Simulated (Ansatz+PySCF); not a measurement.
**singlet NH3 in separate pieces: levels of theory in one basis**

```csv
atom,x (Å),y (Å),z (Å)
N,0.0000,0.0000,0.3648
H,2.8075,0.0000,-0.8511
H,-1.4038,2.4314,-0.8511
H,-1.4038,-2.4314,-0.8511
```

Basis set: 6-31G* (spherical functions). Frozen core: 1 orbital. Charge 0, multiplicity 1.

Computed with Ansatz (development build ahead of 0.2.0); each method stands on the lowest determinant of its kind that the runs found. NEVPT2 correlates all electrons. Active spaces start from the frontier orbitals, and the lowest solution found is given.

```tsv
method	E − E(RHF) (eV)	<S²> of the determinant
RHF	0.00	0.00
UHF	-15.42	2.99
RHF-MP2	-10.11	–
UHF-MP2	-17.34	2.99
RHF-CCSD	-16.55	–
RHF-CCSD(T)	-20.00	–
UHF-CCSD(T)	-17.80	2.99
UHF-CCSDT(Q)	-17.82	2.99
full CI (lowest root of this spin)	-17.82	–
SC-NEVPT2(8,7)	-17.37	–
```

Question: What does CASSCF(8,7) give on the same scale?

Answer: -15.36 eV.

At such a shape the full CI root can have another spatial symmetry than the determinants, so the rows needn't describe one state.

Question: Is a single determinant a sound starting point here?

Answer: It is doubtful. Unrestricted orbitals lower Hartree–Fock by 15.42 eV and <S²> is 2.99 where a pure state has 0.00, a sign of strong static correlation. The CASSCF(8,7) natural occupations are 2.00, 1.11, 1.11, 1.07, 0.93, 0.89, 0.89.

Caution for RHF, RHF-MP2, RHF-CCSD, RHF-CCSD(T): an unrestricted determinant lies well below; the determinant breaks the point group. Caution for UHF, UHF-MP2, UHF-CCSD(T), UHF-CCSDT(Q): the unrestricted determinant is a mixture of spin states. Caution for RHF-MP2, RHF-CCSD: large amplitudes, a single reference is doubtful. Caution for RHF-MP2: another reference gives a lower total. Caution for UHF-MP2, UHF-CCSD(T), UHF-CCSDT(Q): bonds are stretched, where a single reference can fail; a plain start can end on a higher determinant. Caution for RHF-CCSD(T): very large amplitudes, the method is breaking down; the amplitudes may be one of several solutions.
